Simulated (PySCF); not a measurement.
Below is a simulated gas-phase C 1s photoelectron spectrum of `CN1C=NC=N1`.

Every computed line was given a Gaussian of 0.6 eV full width at half maximum and an area set by the number of equivalent atoms; the highest printed point is 100. Method: PySCF 2.14.0, delta-SCF UKS SCAN, pcX-2 on the ionised atom, pcseg-1 elsewhere, spin-free X2C.

```json
{"binding energy (eV)": "290.8", "intensity": "0"}
{"binding energy (eV)": "290.9", "intensity": "1"}
{"binding energy (eV)": "291.0", "intensity": "2"}
{"binding energy (eV)": "291.1", "intensity": "5"}
{"binding energy (eV)": "291.2", "intensity": "12"}
{"binding energy (eV)": "291.3", "intensity": "23"}
{"binding energy (eV)": "291.4", "intensity": "38"}
{"binding energy (eV)": "291.5", "intensity": "55"}
{"binding energy (eV)": "291.6", "intensity": "70"}
{"binding energy (eV)": "291.7", "intensity": "79"}
{"binding energy (eV)": "291.8", "intensity": "82"}
{"binding energy (eV)": "291.9", "intensity": "82"}
{"binding energy (eV)": "292.0", "intensity": "85"}
{"binding energy (eV)": "292.1", "intensity": "89"}
{"binding energy (eV)": "292.2", "intensity": "95"}
{"binding energy (eV)": "292.3", "intensity": "99"}
{"binding energy (eV)": "292.4", "intensity": "100"}
{"binding energy (eV)": "292.5", "intensity": "98"}
{"binding energy (eV)": "292.6", "intensity": "90"}
{"binding energy (eV)": "292.7", "intensity": "77"}
{"binding energy (eV)": "292.8", "intensity": "60"}
{"binding energy (eV)": "292.9", "intensity": "41"}
{"binding energy (eV)": "293.0", "intensity": "24"}
{"binding energy (eV)": "293.1", "intensity": "13"}
{"binding energy (eV)": "293.2", "intensity": "6"}
{"binding energy (eV)": "293.3", "intensity": "2"}
{"binding energy (eV)": "293.4", "intensity": "1"}
{"binding energy (eV)": "293.5", "intensity": "0"}
```

Question: Count the maxima, the lines and the sites behind this envelope.

Answer: The curve has 1 maximum (at 292.4 eV). Under it lie 3 lines from 3 inequivalent carbon sites. At this width some lines have no maximum of their own.

Question: Decompose the envelope and assign each component. Numbering: `[CH3:1][n:2]1[cH:3][n:4][cH:5][n:6]1`.

Answer: 
```csv
position (eV),relative area,line,atoms,environment
291.68,1,C 1s,C5,aromatic CH next to a ring nitrogen
292.21,1,C 1s,C3,aromatic CH next to a ring nitrogen
292.63,1,C 1s,C1,N-methyl carbon
```

The listed C 1s values span 0.95 eV, from C5 (bonded to 2 N (aromatic in the SMILES) and H) to C1 (bonded to N and 3 H). The widest gap between neighbouring values is 0.53 eV, between 291.68 and 292.21 eV. Summing the Pauling electronegativity differences to the bonded atoms, each weighted by its formal bond order, gives +1.12 for the lowest site and -0.56 for the highest; the largest sum, +1.12, belongs to C3, 0.42 eV below the top. The smallest sum, -0.56, belongs to C1, 0.95 eV above the lowest.

No satellites, vibrations or lifetime broadening are included. Isolated species at its GFN2-xTB geometry, gas phase.
